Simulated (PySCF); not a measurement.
# PF3 (SMILES FP(F)F) at CCSDT/STO-6G

Aim: the energy change on altering one bond length of PF3 at CCSDT/STO-6G, from 2 runs. Input form: a Python script.

Program for the calculation: PySCF 2.14.0.

10 further runs of the same task are left out: 3 that didn't finish, 7 set aside as unsound or not needed.

## (1) Starting point

The species is PF3 (4 atoms), meant as a singlet with charge 0. SMILES: `FP(F)F`. The coordinates come from a GFN2-xTB relaxation.

Bond lengths: P1–F2 1.597 Å, P1–F3 1.598 Å, P1–F4 1.598 Å. Angles: F2–P1–F3 94.0°, F2–P1–F4 93.9°, F3–P1–F4 94.0°.

## (2) The energy at CCSDT/STO-6G

File job.py:

```python
from pyscf import gto, scf, cc

molecule = gto.M(
    atom='''
P     -0.008749     0.009619     1.213752
F      2.550393    -0.055860    -0.383898
F     -1.225468     2.230349    -0.431217
F     -1.316194    -2.184108    -0.398638
''',
    max_memory=1860,
    charge=0,
    spin=0,
    basis='sto-6g',
    unit='bohr',
    verbose=4,
)

myscf = scf.RHF(molecule)
myscf.conv_tol = 1e-10
myscf.kernel()
if not myscf.converged:
    myscf = myscf.newton().run(myscf.mo_coeff, myscf.mo_occ)

mycc = cc.CCSDT(myscf, frozen=8)
mycc.kernel()
e_final = mycc.e_tot
print('Final energy', e_final)
```

Run with:

```bash
$ OMP_NUM_THREADS=1 python job.py
```

Log:

```text
PySCF version 2.14.0

[INPUT] num. atoms = 4
[INPUT] num. electrons = 42
[INPUT] charge = 0
[INPUT] spin (= nelec alpha-beta = 2S) = 0
[INPUT] symmetry False subgroup None
[INPUT] Mole.unit = bohr
[INPUT] Symbol           X                Y                Z      unit          X                Y                Z       unit  Magmom
[INPUT]  1 P     -0.004629771418   0.005090155592   0.642289898109 AA   -0.008749000000   0.009619000000   1.213752000000 Bohr   0.0
[INPUT]  2 F      1.349609854490  -0.029559839002  -0.203150072918 AA    2.550393000000  -0.055860000000  -0.383898000000 Bohr   0.0
[INPUT]  3 F     -0.648489738312   1.180249863198  -0.228190209361 AA   -1.225468000000   2.230349000000  -0.431217000000 Bohr   0.0
[INPUT]  4 F     -0.696499869950  -1.155780179788  -0.210950145007 AA   -1.316194000000  -2.184108000000  -0.398638000000 Bohr   0.0

nuclear repulsion = 189.190307909272
number of shells = 14
number of NR pGTOs = 144
number of NR cGTOs = 24
basis = sto-6g
ecp = {}

******** <class 'pyscf.scf.hf.RHF'> ********
method = RHF
initial guess = minao
damping factor = 0
level_shift factor = 0
DIIS = <class 'pyscf.scf.diis.CDIIS'>
diis_start_cycle = 1
diis_space = 8
diis_damp = 0
SCF conv_tol = 1e-10
SCF conv_tol_grad = None
SCF max_cycles = 50
direct_scf = True
direct_scf_tol = 1e-13
Set gradient conv threshold to 1e-05
Initial guess from minao.
init E= -636.550629489311
  HOMO = -0.351766431896631  LUMO = 0.177485166554412  gap/eV = 14.40167
cycle= 1 E= -636.289229663168  delta_E= 0.261  |g|= 0.515  |ddm|= 2.62
  HOMO = -0.323774039831867  LUMO = 0.331468818610878  gap/eV = 17.83007
cycle= 2 E= -636.421784407227  delta_E= -0.133  |g|= 0.112  |ddm|= 1.08
  HOMO = -0.329415063869839  LUMO = 0.385299405566742  gap/eV = 19.44837
cycle= 3 E= -636.427698655932  delta_E= -0.00591  |g|= 0.0344  |ddm|= 0.181
  HOMO = -0.328961384068892  LUMO = 0.393511398029297  gap/eV = 19.65949
cycle= 4 E= -636.428831609234  delta_E= -0.00113  |g|= 0.0037  |ddm|= 0.13
  HOMO = -0.328253763169045  LUMO = 0.393069279833527  gap/eV = 19.62820
cycle= 5 E= -636.428843445444  delta_E= -1.18e-05  |g|= 0.00054  |ddm|= 0.0119
  HOMO = -0.328378704919648  LUMO = 0.39318285371328  gap/eV = 19.63469
cycle= 6 E= -636.428843663396  delta_E= -2.18e-07  |g|= 9.15e-05  |ddm|= 0.00154
  HOMO = -0.328350785822848  LUMO = 0.393161321758198  gap/eV = 19.63334
cycle= 7 E= -636.428843670276  delta_E= -6.88e-09  |g|= 1.95e-05  |ddm|= 0.000318
  HOMO = -0.328357528547548  LUMO = 0.393166967689324  gap/eV = 19.63368
cycle= 8 E= -636.428843670614  delta_E= -3.39e-10  |g|= 4.91e-06  |ddm|= 6.3e-05
  HOMO = -0.328358013238721  LUMO = 0.393165908109759  gap/eV = 19.63367
cycle= 9 E= -636.428843670639  delta_E= -2.49e-11  |g|= 2.42e-07  |ddm|= 1.9e-05
  HOMO = -0.328358008415602  LUMO = 0.393165901742409  gap/eV = 19.63367
Extra cycle  E= -636.42884367064  delta_E= -5.68e-13  |g|= 7.61e-08  |ddm|= 4.69e-07
converged SCF energy = -636.42884367064

******** <class 'pyscf.cc.rccsdt.RCCSDT'> ********
RCCSDT nocc = 13, nmo = 16
Allocating only the i<=j<=k part of the T3 amplitude in memory
frozen orbitals 8
max_cycle = 50
conv_tol = 1e-07
conv_tol_normt = 1e-06
diis with the T3 amplitude
diis_space = 6
diis_start_cycle = 0
diis_start_energy_diff = 1e+09
einsum_backend: numpy
_make_eris_incore_RCCSDT
blksize  8    blksize_oovv  4    blksize_oooo  4    blksize_vvvv  1

WARN: A large `blksize` is being used, which may cause large memory consumption
      for storing contraction intermediates. If memory is sufficient, consider using
      `pyscf.cc.rccsdt_highm.RCCSDT` instead.

Approximate memory usage estimate
    T3 memory                96.0 KB
    R3 memory                96.0 KB
    Symmetrized T3 memory    38.4 KB
    ERIs memory               512 KB
    T1-ERIs memory            512 KB
    Intermediates memory      512 KB
    Block workspace          57.4 KB
    T3 einsum buffer         57.4 KB
Init t2, MP2 energy = -636.506513848566  E_corr(MP2) -0.077670177927
Init E_corr(RCCSDT) = -0.0776701779266769
cycle =  1  E_corr(RCCSDT) = -0.088299395623  dE = -1.062921769665e-02  norm(d tamps) = 6.36831467e-02
cycle =  2  E_corr(RCCSDT) = -0.099652054619  dE = -1.135265899573e-02  norm(d tamps) = 3.40751726e-02
cycle =  3  E_corr(RCCSDT) = -0.099780803487  dE = -1.287488676924e-04  norm(d tamps) = 1.95048194e-02
cycle =  4  E_corr(RCCSDT) = -0.103487544472  dE = -3.706740984976e-03  norm(d tamps) = 8.51979044e-03
cycle =  5  E_corr(RCCSDT) = -0.103666381667  dE = -1.788371950402e-04  norm(d tamps) = 2.22750612e-03
cycle =  6  E_corr(RCCSDT) = -0.103608808541  dE =  5.757312605699e-05  norm(d tamps) = 1.10328025e-03
cycle =  7  E_corr(RCCSDT) = -0.103608206156  dE =  6.023848904135e-07  norm(d tamps) = 2.80762448e-04
cycle =  8  E_corr(RCCSDT) = -0.103608307518  dE = -1.013624806312e-07  norm(d tamps) = 1.25024184e-04
cycle =  9  E_corr(RCCSDT) = -0.103608526810  dE = -2.192918352739e-07  norm(d tamps) = 5.91022202e-05
cycle = 10  E_corr(RCCSDT) = -0.103609698251  dE = -1.171440945594e-06  norm(d tamps) = 1.53091093e-05
cycle = 11  E_corr(RCCSDT) = -0.103610251284  dE = -5.530325304925e-07  norm(d tamps) = 7.36449431e-06
cycle = 12  E_corr(RCCSDT) = -0.103610768181  dE = -5.168977463554e-07  norm(d tamps) = 3.83682591e-06
cycle = 13  E_corr(RCCSDT) = -0.103610920787  dE = -1.526054907025e-07  norm(d tamps) = 1.99422516e-06
cycle = 14  E_corr(RCCSDT) = -0.103611040103  dE = -1.193164762964e-07  norm(d tamps) = 8.26323395e-07
cycle = 15  E_corr(RCCSDT) = -0.103611046981  dE = -6.877557606755e-09  norm(d tamps) = 4.25210590e-07
RCCSDT converged
E(RCCSDT) = -636.5324547176206   E_corr = -0.1036110469808719
E_corr(same-spin) = -0.0142687724170571
E_corr(oppo-spin) = -0.0893422745638148
Final energy -636.5324547176206
```

Wall time 3 s (1 thread of Arm Neoverse V1, shared host); peak memory 0.1 GiB.

## (3) The distorted shape at the same level

File mol.xyz:

```xyz
4
F3P
P      0.133757     0.237286     0.812954
F      1.487997     0.202636    -0.032486
F     -0.510103     1.412446    -0.057526
F     -0.696500    -1.155780    -0.210950
```

File input.py:

```python
from pyscf import gto, cc

mol = gto.Mole()
mol.atom = 'mol.xyz'
mol.verbose = 4
mol.charge = 0
mol.basis = 'sto-6g'
mol.max_memory = 1860
mol.build()

mf = mol.RHF()
mf.conv_tol = 1e-10
mf.kernel()
if not mf.converged:
    mf = mf.newton().run(mf.mo_coeff, mf.mo_occ)

mycc = cc.CCSDT(mf, frozen=8)
mycc.kernel()
energy = mycc.e_tot
print('E = %.10f Eh' % energy)
```

Run with:

```bash
$ OMP_NUM_THREADS=1 python input.py
```

Log:

```text
PySCF version 2.14.0

[INPUT] num. atoms = 4
[INPUT] num. electrons = 42
[INPUT] charge = 0
[INPUT] spin (= nelec alpha-beta = 2S) = 0
[INPUT] symmetry False subgroup None
[INPUT] Mole.unit = angstrom
[INPUT] Symbol           X                Y                Z      unit          X                Y                Z       unit  Magmom
[INPUT]  1 P      0.133757000000   0.237286000000   0.812954000000 AA    0.252764097243   0.448405553194   1.536260411870 Bohr   0.0
[INPUT]  2 F      1.487997000000   0.202636000000  -0.032486000000 AA    2.811906804174   0.382926542977  -0.061389642883 Bohr   0.0
[INPUT]  3 F     -0.510103000000   1.412446000000  -0.057526000000 AA   -0.963954965319   2.669136105737  -0.108708385042 Bohr   0.0
[INPUT]  4 F     -0.696500000000  -1.155780000000  -0.210950000000 AA   -1.316194245760  -2.184107660250  -0.398637725977 Bohr   0.0

nuclear repulsion = 178.282579309494
number of shells = 14
number of NR pGTOs = 144
number of NR cGTOs = 24
basis = sto-6g
ecp = {}

******** <class 'pyscf.scf.hf.RHF'> ********
method = RHF
initial guess = minao
damping factor = 0
level_shift factor = 0
DIIS = <class 'pyscf.scf.diis.CDIIS'>
diis_start_cycle = 1
diis_space = 8
diis_damp = 0
SCF conv_tol = 1e-10
SCF conv_tol_grad = None
SCF max_cycles = 50
direct_scf = True
direct_scf_tol = 1e-13
Set gradient conv threshold to 1e-05
[... 1 set-up line as earlier in the session ...]
init E= -636.120231306649
  HOMO = -0.384168782418507  LUMO = 0.0421778529484305  gap/eV = 11.60148
cycle= 1 E= -636.169790840465  delta_E= -0.0496  |g|= 0.574  |ddm|= 2.53
  HOMO = -0.183602575352576  LUMO = 0.225459756582187  gap/eV = 11.13115
cycle= 2 E= -636.361566958308  delta_E= -0.192  |g|= 0.198  |ddm|= 1.47
  HOMO = -0.315956844915891  LUMO = 0.263693272824389  gap/eV = 15.77308
cycle= 3 E= -636.3791006551  delta_E= -0.0175  |g|= 0.0417  |ddm|= 0.319
  HOMO = -0.319740988103316  LUMO = 0.281167832762377  gap/eV = 16.35156
cycle= 4 E= -636.380874257213  delta_E= -0.00177  |g|= 0.00918  |ddm|= 0.15
  HOMO = -0.320137164862283  LUMO = 0.277510028890743  gap/eV = 16.26281
cycle= 5 E= -636.380944845327  delta_E= -7.06e-05  |g|= 0.00176  |ddm|= 0.0284
  HOMO = -0.319688384551955  LUMO = 0.277336072450519  gap/eV = 16.24586
cycle= 6 E= -636.380947595693  delta_E= -2.75e-06  |g|= 0.000384  |ddm|= 0.00492
  HOMO = -0.319867618652628  LUMO = 0.277511297081035  gap/eV = 16.25551
cycle= 7 E= -636.380947731776  delta_E= -1.36e-07  |g|= 7.28e-05  |ddm|= 0.00126
  HOMO = -0.319839208762521  LUMO = 0.277480556829551  gap/eV = 16.25390
cycle= 8 E= -636.380947736831  delta_E= -5.05e-09  |g|= 1.94e-05  |ddm|= 0.000245
  HOMO = -0.319848048863141  LUMO = 0.277486379973432  gap/eV = 16.25430
cycle= 9 E= -636.380947737239  delta_E= -4.08e-10  |g|= 3.97e-06  |ddm|= 7.22e-05
  HOMO = -0.319847072679429  LUMO = 0.277484772714253  gap/eV = 16.25423
cycle= 10 E= -636.380947737256  delta_E= -1.75e-11  |g|= 4.18e-07  |ddm|= 1.58e-05
  HOMO = -0.319847143817266  LUMO = 0.277484745920374  gap/eV = 16.25423
Extra cycle  E= -636.380947737256  delta_E= 1.14e-13  |g|= 1.91e-07  |ddm|= 9.66e-07
converged SCF energy = -636.380947737256

******** <class 'pyscf.cc.rccsdt.RCCSDT'> ********
RCCSDT nocc = 13, nmo = 16
Allocating only the i<=j<=k part of the T3 amplitude in memory
frozen orbitals 8
max_cycle = 50
conv_tol = 1e-07
conv_tol_normt = 1e-06
diis with the T3 amplitude
diis_space = 6
diis_start_cycle = 0
diis_start_energy_diff = 1e+09
einsum_backend: numpy
_make_eris_incore_RCCSDT
blksize  8    blksize_oovv  4    blksize_oooo  4    blksize_vvvv  1

WARN: A large `blksize` is being used, which may cause large memory consumption
      for storing contraction intermediates. If memory is sufficient, consider using
      `pyscf.cc.rccsdt_highm.RCCSDT` instead.

Approximate memory usage estimate
    T3 memory                96.0 KB
    R3 memory                96.0 KB
    Symmetrized T3 memory    38.4 KB
    ERIs memory               512 KB
    T1-ERIs memory            512 KB
    Intermediates memory      512 KB
    Block workspace          57.4 KB
    T3 einsum buffer         57.4 KB
Init t2, MP2 energy = -636.474284038365  E_corr(MP2) -0.093336301109
Init E_corr(RCCSDT) = -0.0933363011088092
cycle =  1  E_corr(RCCSDT) = -0.109215634233  dE = -1.587933312399e-02  norm(d tamps) = 8.32081956e-02
cycle =  2  E_corr(RCCSDT) = -0.124335190361  dE = -1.511955612810e-02  norm(d tamps) = 4.68980622e-02
cycle =  3  E_corr(RCCSDT) = -0.124876051596  dE = -5.408612346954e-04  norm(d tamps) = 2.80385802e-02
cycle =  4  E_corr(RCCSDT) = -0.130577579386  dE = -5.701527790006e-03  norm(d tamps) = 1.37533795e-02
cycle =  5  E_corr(RCCSDT) = -0.130977545059  dE = -3.999656731673e-04  norm(d tamps) = 3.80606876e-03
cycle =  6  E_corr(RCCSDT) = -0.130873207627  dE =  1.043374313137e-04  norm(d tamps) = 2.09947907e-03
cycle =  7  E_corr(RCCSDT) = -0.130873152685  dE =  5.494275995277e-08  norm(d tamps) = 7.56622598e-04
cycle =  8  E_corr(RCCSDT) = -0.130884313422  dE = -1.116073754276e-05  norm(d tamps) = 3.96168881e-04
cycle =  9  E_corr(RCCSDT) = -0.130888057558  dE = -3.744136176320e-06  norm(d tamps) = 2.39114130e-04
cycle = 10  E_corr(RCCSDT) = -0.130889114386  dE = -1.056828067558e-06  norm(d tamps) = 1.24962965e-04
cycle = 11  E_corr(RCCSDT) = -0.130890236881  dE = -1.122494305728e-06  norm(d tamps) = 6.77525538e-05
cycle = 12  E_corr(RCCSDT) = -0.130891589152  dE = -1.352271553845e-06  norm(d tamps) = 4.12060428e-05
cycle = 13  E_corr(RCCSDT) = -0.130892002388  dE = -4.132360176545e-07  norm(d tamps) = 2.49228293e-05
cycle = 14  E_corr(RCCSDT) = -0.130893228623  dE = -1.226234668417e-06  norm(d tamps) = 1.31240382e-05
cycle = 15  E_corr(RCCSDT) = -0.130893571384  dE = -3.427611093842e-07  norm(d tamps) = 7.68883086e-06
cycle = 16  E_corr(RCCSDT) = -0.130893678855  dE = -1.074710048177e-07  norm(d tamps) = 3.80785001e-06
cycle = 17  E_corr(RCCSDT) = -0.130893776624  dE = -9.776837975317e-08  norm(d tamps) = 2.26477999e-06
cycle = 18  E_corr(RCCSDT) = -0.130893734552  dE =  4.207102508036e-08  norm(d tamps) = 1.36039589e-06
cycle = 19  E_corr(RCCSDT) = -0.130893725151  dE =  9.401568551448e-09  norm(d tamps) = 6.78105666e-07
RCCSDT converged
E(RCCSDT) = -636.5118414624071   E_corr = -0.1308937251509212
E_corr(same-spin) = -0.0137523164346432
E_corr(oppo-spin) = -0.117141408716278
E = -636.5118414624 Eh
```

It took 3.6 s on 1 thread of Arm Neoverse V1, shared host; peak memory 0.12 GiB.

## (4) Outcome

At CCSDT/STO-6G, 8 core orbitals frozen:

| quantity | value |
| --- | --- |
| first shape: total energy | -636.53245 Eh |
| first shape: dipole moment (Hartree–Fock density) | 1.76 D |
| first shape: HOMO energy (Hartree–Fock orbitals) | -8.94 eV |
| first shape: LUMO energy (Hartree–Fock orbitals) | 10.70 eV |
| first shape: HOMO–LUMO gap (Hartree–Fock orbitals) | 19.63 eV |
| first shape: correlation energy (8 core orbitals frozen) | -103.6 mEh |
| first shape: T1 diagnostic | 0.012 |
| distorted shape: total energy | -636.51184 Eh |
| distorted shape: dipole moment (Hartree–Fock density) | 1.92 D |
| distorted shape: HOMO energy (Hartree–Fock orbitals) | -8.70 eV |
| distorted shape: LUMO energy (Hartree–Fock orbitals) | 7.55 eV |
| distorted shape: HOMO–LUMO gap (Hartree–Fock orbitals) | 16.25 eV |
| distorted shape: correlation energy (8 core orbitals frozen) | -130.9 mEh |
| distorted shape: T1 diagnostic | 0.015 |
| energy change with the P1–F4 bond stretched from 1.598 to 1.918 Å | 0.561 eV |

What this shows: With the P1–F4 bond stretched from 1.598 to 1.918 Å the energy rises by 0.56 eV (12.9 kcal/mol). The first shape isn't relaxed at this level, so the change isn't measured from a minimum. The minimal basis adds a large error of its own. Mulliken charges (distorted shape) of the mean-field density run from -0.30 on F2 to +0.86 on P1; they depend strongly on the basis.
